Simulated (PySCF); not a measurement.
HO, doublet, geometry from GFN2-xTB of the parent state (the spin is typed, not shown lowest); PySCF with MP2/6-31G*.

The PySCF input:
```python
from pyscf import gto, scf, mp

mol = gto.M(
    atom='''
O    -0.00000000   -0.00000000   -0.10875415
H     0.00000000    0.00000000    0.87003317
''',
    basis='6-31g*',
    spin=1,
    verbose=4,
)

mf = scf.UHF(mol)
mf.kernel()

pt = mp.MP2(mf)
pt.kernel()
print('E(MP2) = %.10f' % pt.e_tot)
```

It wrote (shortened):

```
PySCF version 2.14.0

[INPUT] verbose = 4
[INPUT] num. atoms = 2
[INPUT] num. electrons = 9
[INPUT] charge = 0
[INPUT] spin (= nelec alpha-beta = 2S) = 1
[INPUT] symmetry False subgroup None
[INPUT] Mole.unit = angstrom
[INPUT] Symbol           X                Y                Z      unit          X                Y                Z       unit  Magmom
[INPUT]  1 O      0.000000000000   0.000000000000  -0.108754150000 AA    0.000000000000   0.000000000000  -0.205515558410 Bohr   0.0
[INPUT]  2 H      0.000000000000   0.000000000000   0.870033170000 AA    0.000000000000   0.000000000000   1.644124410587 Bohr   0.0

nuclear repulsion = 4.32516605074124
number of shells = 8
number of NR pGTOs = 31
number of NR cGTOs = 16
basis = 6-31g*
ecp = {}

******** <class 'pyscf.scf.uhf.UHF'> ********
method = UHF
initial guess = minao
damping factor = 0
level_shift factor = 0
DIIS = <class 'pyscf.scf.diis.CDIIS'>
diis_start_cycle = 1
diis_space = 8
diis_damp = 0
SCF conv_tol = 1e-09
SCF conv_tol_grad = None
SCF max_cycles = 50
direct_scf = True
direct_scf_tol = 1e-13
number electrons alpha = 5  beta = 4
Set gradient conv threshold to 3.16228e-05
init E= -75.0043483586826

cycle= 1 E= -75.3646318364432  delta_E= -0.36  |g|= 0.177  |ddm|= 0.812
cycle= 2 E= -75.3794198548511  delta_E= -0.0148  |g|= 0.0418  |ddm|= 0.126
cycle= 3 E= -75.3803901478058  delta_E= -0.00097  |g|= 0.0169  |ddm|= 0.0337
cycle= 4 E= -75.380595308944  delta_E= -0.000205  |g|= 0.0071  |ddm|= 0.0154
cycle= 5 E= -75.3806463847957  delta_E= -5.11e-05  |g|= 0.0031  |ddm|= 0.0084
cycle= 6 E= -75.3806631434756  delta_E= -1.68e-05  |g|= 0.00108  |ddm|= 0.00658
cycle= 7 E= -75.3806658223969  delta_E= -2.68e-06  |g|= 0.000296  |ddm|= 0.00323
cycle= 8 E= -75.3806660023253  delta_E= -1.8e-07  |g|= 6.66e-05  |ddm|= 0.000925
cycle= 9 E= -75.3806660080856  delta_E= -5.76e-09  |g|= 9.53e-06  |ddm|= 0.000134
cycle= 10 E= -75.3806660081877  delta_E= -1.02e-10  |g|= 1.31e-06  |ddm|= 1.74e-05
Extra cycle  E= -75.3806660081893  delta_E= -1.53e-12  |g|= 5.1e-07  |ddm|= 1.67e-06
converged SCF energy = -75.3806660081893  <S^2> = 0.75543032  2S+1 = 2.005423

******** <class 'pyscf.mp.ump2.UMP2'> ********
nocc = (np.int64(5), np.int64(4)), nmo = (16, 16)
E(UMP2) = -75.5198976688148  E_corr = -0.13923166062554
E(SCS-UMP2) = -75.5178511638532  E_corr = -0.137185155663901
E_corr(same-spin) = -0.0344917351000928
E_corr(oppo-spin) = -0.104739925525447
E(MP2) = -75.5198976688
```
